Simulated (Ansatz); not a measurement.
# C3H5F3 (SMILES CC(F)C(F)F): levels of theory compared

Aim: a comparison of 5 runs (HF/3-21G, HF/def2-SVP, B3LYP/6-31G*, MP2/cc-pVDZ) of C3H5F3. 

The calculation is run with Ansatz 0.2.0.

4 further runs of the same task are left out: 1 that didn't finish, 3 set aside as unsound or not needed.

### Step 1. Starting point

C3H5F3 has 11 atoms, charge 0, and is taken as a singlet. As SMILES, `CC(F)C(F)F`. The coordinates come from a PBE0-D4/def2-TZVP relaxation. This is one conformer, not always the lowest.

Bond lengths: C1–C2 1.504 Å, C2–F3 1.384 Å, C2–C4 1.517 Å, C4–F5 1.357 Å, C4–F6 1.352 Å, C1–H7 1.090 Å, C1–H8 1.090 Å, C1–H9 1.091 Å, C2–H10 1.096 Å, C4–H11 1.094 Å. Some angles: C1–C2–F3 110.1°, C1–C2–C4 113.7°, F3–C2–C4 106.8°, C2–C4–F5 108.9°, C2–C4–F6 111.1°, F5–C4–F6 107.7°, C1–C2–H10 111.4°, F3–C2–H10 107.4°, C4–C2–H10 107.1°, C2–C1–H7 110.5°.

### Step 2. Energy and gradient at HF/3-21G (run 1)

Contents of run.yaml:

```yaml
crystal:
  periodic: [false, false, false]
  atoms:
    - {symbol: C, position_ang: [-0.101400, 1.165700, -0.532000]}
    - {symbol: C, position_ang: [0.121700, -0.321300, -0.508300]}
    - {symbol: F, position_ang: [1.396400, -0.619200, -0.957800]}
    - {symbol: C, position_ang: [-0.010800, -0.936600, 0.872500]}
    - {symbol: F, position_ang: [-1.308100, -0.862000, 1.263800]}
    - {symbol: F, position_ang: [0.731600, -0.262000, 1.779100]}
    - {symbol: H, position_ang: [0.626300, 1.670700, 0.103400]}
    - {symbol: H, position_ang: [-0.002000, 1.536300, -1.552600]}
    - {symbol: H, position_ang: [-1.105300, 1.398100, -0.172400]}
    - {symbol: H, position_ang: [-0.586200, -0.841900, -1.162600]}
    - {symbol: H, position_ang: [0.303300, -1.984900, 0.887400]}
basis:
  gaussian:
    orbitals: 3-21G.json
hamiltonian:
  xc: hf
accuracy: high
output: {forces: true, orbitals: {seedname: orbitals}}
```

The basis set 3-21G is read from a file made from the Basis Set Exchange's data (not shown).

Started as:

```
$ ansatz run run.yaml --threads 1 --pin off --max-ram 2610MiB --events-out events.jsonl --progress --plain --runs-dir runs
```

What it wrote (excerpt; [...] marks lines left out):

```text
Warning: RAYON_NUM_THREADS=1 ignored (pool sized by the plan → 1); use --threads N
Functional definition: HF
  name "HF"
[...]
1509 factors; integrals over basis functions are off by at most 3.6e-9 eV
[...]
mean field -11226.84647321 eV, -412.5789980605 hartree, gradient 4.0e-8 eV, S^2 0.000000; 0 other end points of the search recorded, 0 dependent functions left out
[...]
reference -11226.84647321 eV, -412.5789980605 hartree; 25, 25 occupied and 39, 39 virtual orbitals, 1509 factors
Total energy: -11226.84647321 eV, -412.5789980605 hartree
Atom 0 at    -0.101400     1.165700    -0.532000 Å, force    -0.233624     0.602535     0.109400 eV/Å
Atom 1 at     0.121700    -0.321300    -0.508300 Å, force    -1.148666    -0.706783    -0.080325 eV/Å
Atom 2 at     1.396400    -0.619200    -0.957800 Å, force     0.924875    -0.155189    -0.177461 eV/Å
Atom 3 at    -0.010800    -0.936600     0.872500 Å, force     0.568571    -1.270271    -0.699601 eV/Å
Atom 4 at    -1.308100    -0.862000     1.263800 Å, force    -0.879288     0.183915     0.059721 eV/Å
Atom 5 at     0.731600    -0.262000     1.779100 Å, force     0.559692     0.662414     0.522033 eV/Å
Atom 6 at     0.626300     1.670700     0.103400 Å, force    -0.194407    -0.227487    -0.186170 eV/Å
Atom 7 at    -0.002000     1.536300    -1.552600 Å, force     0.011871    -0.075435     0.309374 eV/Å
Atom 8 at    -1.105300     1.398100    -0.172400 Å, force     0.320607    -0.103522    -0.092415 eV/Å
Atom 9 at    -0.586200    -0.841900    -1.162600 Å, force     0.226988     0.373580     0.441607 eV/Å
Atom 10 at     0.303300    -1.984900     0.887400 Å, force    -0.156620     0.716244    -0.206162 eV/Å
Dipole moment:    -0.227302    -0.046420    -0.279122 e Å
```

Wall time 2.7 s (1 thread of Intel Xeon Platinum 8259CL at 2.50GHz (Skylake/Cascade Lake), shared host); peak memory 0.17 GiB.

### Step 3. Energy and forces at HF/def2-SVP (run 2)

Contents of input.yaml:

```yaml
crystal:
  periodic: [false, false, false]
  atoms:
    - {symbol: C, position_ang: [-0.101400, 1.165700, -0.532000]}
    - {symbol: C, position_ang: [0.121700, -0.321300, -0.508300]}
    - {symbol: F, position_ang: [1.396400, -0.619200, -0.957800]}
    - {symbol: C, position_ang: [-0.010800, -0.936600, 0.872500]}
    - {symbol: F, position_ang: [-1.308100, -0.862000, 1.263800]}
    - {symbol: F, position_ang: [0.731600, -0.262000, 1.779100]}
    - {symbol: H, position_ang: [0.626300, 1.670700, 0.103400]}
    - {symbol: H, position_ang: [-0.002000, 1.536300, -1.552600]}
    - {symbol: H, position_ang: [-1.105300, 1.398100, -0.172400]}
    - {symbol: H, position_ang: [-0.586200, -0.841900, -1.162600]}
    - {symbol: H, position_ang: [0.303300, -1.984900, 0.887400]}
basis:
  gaussian:
    orbitals: def2-SVP
output:
  forces: true
  orbitals: {seedname: orbitals}
magnetization:
  spin_polarized: false
accuracy: high
hamiltonian:
  xc: hf
```

Started as:

```
$ ansatz run input.yaml --threads 1 --pin off --max-ram 2610MiB --events-out events.jsonl --progress --plain --runs-dir runs
```

What it wrote (excerpt; [...] marks lines left out):

```text
Warning: RAYON_NUM_THREADS=1 ignored (pool sized by the plan → 1); use --threads N
[... 2 set-up lines as earlier in the session ...]
[...]
2620 factors; integrals over basis functions are off by at most 3.6e-9 eV
[...]
mean field -11279.29743443 eV, -414.5065353328 hartree, gradient 2.0e-8 eV, S^2 0.000000; 0 other end points of the search recorded, 0 dependent functions left out
[...]
reference -11279.29743443 eV, -414.5065353328 hartree; 25, 25 occupied and 84, 84 virtual orbitals, 2620 factors
Total energy: -11279.29743443 eV, -414.5065353328 hartree
Atom 0 at    -0.101400     1.165700    -0.532000 Å, force    -0.034003     0.204790    -0.026813 eV/Å
Atom 1 at     0.121700    -0.321300    -0.508300 Å, force     0.443967    -0.424662    -0.131301 eV/Å
Atom 2 at     1.396400    -0.619200    -0.957800 Å, force    -0.744150     0.179457     0.313207 eV/Å
Atom 3 at    -0.010800    -0.936600     0.872500 Å, force    -0.142923     0.149006     0.672281 eV/Å
Atom 4 at    -1.308100    -0.862000     1.263800 Å, force     0.979563     0.006644    -0.273789 eV/Å
Atom 5 at     0.731600    -0.262000     1.779100 Å, force    -0.604332    -0.454506    -0.643641 eV/Å
Atom 6 at     0.626300     1.670700     0.103400 Å, force    -0.029689    -0.031667    -0.054689 eV/Å
Atom 7 at    -0.002000     1.536300    -1.552600 Å, force     0.015668    -0.007772     0.042048 eV/Å
Atom 8 at    -1.105300     1.398100    -0.172400 Å, force     0.063103    -0.016948    -0.021376 eV/Å
Atom 9 at    -0.586200    -0.841900    -1.162600 Å, force     0.158274     0.100205     0.116508 eV/Å
Atom 10 at     0.303300    -1.984900     0.887400 Å, force    -0.105479     0.295453     0.007564 eV/Å
Dipole moment:    -0.228889    -0.041559    -0.264420 e Å
```

Wall time 9.6 s (1 thread of Intel Xeon Platinum 8259CL at 2.50GHz (Skylake/Cascade Lake), shared host); peak memory 0.4 GiB.

Runs 3 to 4 aren't shown in full; the table further down has their settings and results.

### Step 4. Energy and forces at MP2/cc-pVDZ (run 5)

Contents of molecule.yaml:

```yaml
crystal:
  periodic: [false, false, false]
  atoms:
    - {symbol: C, position_ang: [-0.101400, 1.165700, -0.532000]}
    - {symbol: C, position_ang: [0.121700, -0.321300, -0.508300]}
    - {symbol: F, position_ang: [1.396400, -0.619200, -0.957800]}
    - {symbol: C, position_ang: [-0.010800, -0.936600, 0.872500]}
    - {symbol: F, position_ang: [-1.308100, -0.862000, 1.263800]}
    - {symbol: F, position_ang: [0.731600, -0.262000, 1.779100]}
    - {symbol: H, position_ang: [0.626300, 1.670700, 0.103400]}
    - {symbol: H, position_ang: [-0.002000, 1.536300, -1.552600]}
    - {symbol: H, position_ang: [-1.105300, 1.398100, -0.172400]}
    - {symbol: H, position_ang: [-0.586200, -0.841900, -1.162600]}
    - {symbol: H, position_ang: [0.303300, -1.984900, 0.887400]}
basis:
  gaussian:
    orbitals: cc-pVDZ
correlation:
  method: mp2
  frozen_orbitals: {C: 1, F: 1, H: 0}
accuracy: high
output: {forces: true, orbitals: {seedname: orbitals}}
```

Started as:

```
$ ansatz run molecule.yaml --threads 1 --pin off --max-ram 2610MiB --events-out events.jsonl --progress --plain --runs-dir runs
```

What it wrote (excerpt; [...] marks lines left out):

```text
Warning: RAYON_NUM_THREADS=1 ignored (pool sized by the plan → 1); use --threads N
[... 2 set-up lines as earlier in the session ...]
[...]
2592 factors; integrals over basis functions are off by at most 3.5e-9 eV
[...]
mean field -11288.74173297 eV, -414.8536069028 hartree, gradient 2.2e-8 eV, S^2 0.000000; 0 other end points of the search recorded, 0 dependent functions left out
6 core orbitals not correlated: weight in the atoms' cores, before any rotation towards them, 1.000 or more for the frozen orbitals, at most 0.000 for the correlated occupied ones
reference -11288.74173297 eV, -414.8536069028 hartree; 19, 19 occupied and 84, 84 virtual orbitals, 2592 factors
second order -26.38959422 eV of doubles, -0.00000000 eV of singles
[...]
Total energy: -11315.13132719 eV, -415.8234066029 hartree
Atom 0 at    -0.101400     1.165700    -0.532000 Å, force    -0.055445    -0.010472     0.016416 eV/Å
Atom 1 at     0.121700    -0.321300    -0.508300 Å, force    -0.034322    -0.130374     0.127069 eV/Å
Atom 2 at     1.396400    -0.619200    -0.957800 Å, force     0.421849    -0.054037    -0.116650 eV/Å
Atom 3 at    -0.010800    -0.936600     0.872500 Å, force     0.013792    -0.046443    -0.153894 eV/Å
Atom 4 at    -1.308100    -0.862000     1.263800 Å, force    -0.471332     0.042282     0.067242 eV/Å
Atom 5 at     0.731600    -0.262000     1.779100 Å, force     0.309331     0.281170     0.241550 eV/Å
Atom 6 at     0.626300     1.670700     0.103400 Å, force     0.249247     0.119985     0.216451 eV/Å
Atom 7 at    -0.002000     1.536300    -1.552600 Å, force     0.043611     0.119909    -0.326325 eV/Å
Atom 8 at    -1.105300     1.398100    -0.172400 Å, force    -0.317164     0.054805     0.134075 eV/Å
Atom 9 at    -0.586200    -0.841900    -1.162600 Å, force    -0.253931    -0.116145    -0.151093 eV/Å
Atom 10 at     0.303300    -1.984900     0.887400 Å, force     0.094364    -0.260680    -0.054842 eV/Å
Dipole moment:    -0.182640    -0.027589    -0.211992 e Å
```

Wall time 20 s (1 thread of Intel Xeon Platinum 8259CL at 2.50GHz (Skylake/Cascade Lake), shared host); peak memory 0.53 GiB.

### Step 5. Overview of the runs

```
run                               level  Cartesian functions  frozen core orbitals  energy (Eh)  dipole moment (D)  HOMO energy (eV)  LUMO energy (eV)  wall time
  1                            HF/3-21G                   no                     –  -412.578998               1.74            -13.36              7.07      2.7 s
  2                         HF/def2-SVP                   no                     –  -414.506535               1.69            -13.74              4.88      9.6 s
  3  B3LYP/6-31G* (spherical functions)                   no                     –  -416.838472               1.28             -8.76              2.45       16 s
  4  B3LYP/6-31G* (Cartesian functions)                  yes                     –  -416.843597               1.28             -8.77              2.43       17 s
  5                         MP2/cc-pVDZ                   no                     6  -415.823407               1.35            -13.56              5.00       20 s
```

### Step 6. Summary of results

| quantity | value |
| --- | --- |
| run 5: total energy | -415.82341 Eh |
| run 5: dipole moment (correlated density) | 1.35 D |
| run 5: HOMO energy (Hartree–Fock orbitals) | -13.56 eV |
| run 5: LUMO energy (Hartree–Fock orbitals) | 5.00 eV |
| run 5: HOMO–LUMO gap (Hartree–Fock orbitals) | 18.56 eV |
| run 5: correlation energy (6 core orbitals frozen) | -969.8 mEh |
| run 5: largest force on an atom | 0.483 eV/Å |

The dipole moment (its size) runs from 1.28 D (B3LYP/6-31G*) to 1.74 D (HF/3-21G). The two ends differ in method and basis. Over runs 1, 2, 3, 4 the HOMO–LUMO gap runs from 11.20 eV (B3LYP/6-31G*) to 20.43 eV (HF/3-21G). All runs together took 65 s, the longest 20 s.
